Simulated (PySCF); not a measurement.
C₂⁻ at UHF-SCS-MP2

Computed with UHF-SCS-MP2; basis C def2-SVPD; no relativity; PySCF 2.14.

For C₂⁻, the state is ²Σg⁺ (doublet), unpaired electrons σ ↑, the bond length is 1.284 Å and the harmonic wavenumber is 1810 cm⁻¹. The force constant is 11.6 mdyn/Å. The rotational constant Be is 1.705 cm⁻¹, the anharmonicity ωexe is 12.0 cm⁻¹ and the vibration–rotation constant αe is 0.0156 cm⁻¹.

Correlated steps freeze 2 core orbitals. The state is the lowest determinant that a PBE0 search found; another state may lie lower at other levels.
